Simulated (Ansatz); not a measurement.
# SiNHCl+ (quintet): from Hartree-Fock to the top rungs, cc-pVDZ

One table from this session's results is given with a row withheld; the runs are named, their logs left out.

Program: Ansatz 0.2.0, Gaussian basis. Level of theory: cc-pVDZ, core rule «outside noble gas», up to 11 orbitals frozen. These are calculated values, not measurements.

Plan: UHF; CCSD(T) on ROHF; CCSD(T) on UHF; BCCD(T) on ROHF; CISD; CCSDT(Q) on ROHF; CCSDT(Q) on UHF.

3 further runs of the same task are left out: 3 set aside as unsound or not needed.

## The geometry

The geometry is a PBE0/def2-TZVP stationary point (not a proven minimum) of the parent state, kept for this charge and spin.

4 atoms, charge 1, spin multiplicity 5.

Atoms are counted from 1 here; the program's logs count them from 0.

Bond lengths: Cl1–Si2 2.052 Å, Si2–N3 1.827 Å, Si2–H4 1.498 Å. Angles: Cl1–Si2–N3 104.9°, Cl1–Si2–H4 107.1°, N3–Si2–H4 106.6°.

The first run:

Contents of in.yaml:

```yaml
crystal:
  periodic: [false, false, false]
  atoms:
    - {symbol: Cl, position_ang: [-0.035512, -0.177529, 1.240568]}
    - {symbol: Si, position_ang: [0.121303, 0.593199, -0.655087]}
    - {symbol: N, position_ang: [-0.076204, -0.845946, -1.763564]}
    - {symbol: H, position_ang: [-1.071984, 1.470895, -0.874762]}
basis:
  gaussian: {orbitals: cc-pVDZ}
total_charge: 1
magnetization: {spin_polarized: true, initial_magnetization: 4}
hamiltonian: {xc: hf}
output: {orbitals: {seedname: orbitals}}
```

Launch:

```bash
> ansatz run in.yaml --threads 1 --pin off --events-out ev --progress --plain --max-ram 4096MiB --backend cpu
```

Steps of the session up to this table: UHF; CCSD(T) on ROHF; CCSD(T) on UHF; BCCD(T) on ROHF; CISD; CCSDT(Q) on ROHF; CCSDT(Q) on UHF.

One of the session's tables, all rows but one given; the rest of the session is left out.

| method | from UCCSDT(Q) (meV) |
| --- | --- |
| ROHF | +9043.9 |
| UHF | +8887.6 |
| RMP2 | +1598.6 |
| UMP2 | +1543.2 |
| CISD | +1207.0 |
| RCCSD | +343.7 |
| UCCSD | +339.7 |
| RCCSD(T) | +87.5 |
| UCCSD(T) | +86.5 |
| BCCD(T) | +87.3 |
| RCCSDT | ? |
| UCCSDT | +28.4 |
| RCCSDT(Q) | +10.4 |
| UCCSDT(Q) | 0 |

Estimate the missing values for RCCSDT.

**Answer.** from UCCSDT(Q) (meV): +29.3. In the column «from UCCSDT(Q) (meV)» it lies between UCCSDT (+28.4) and UCCSD(T) (+86.5).

To keep in mind: Restricted and unrestricted rows rest on different reference determinants; where their highest levels disagree by more than a few hundredths of an eV, they describe different states and don't form one ladder.
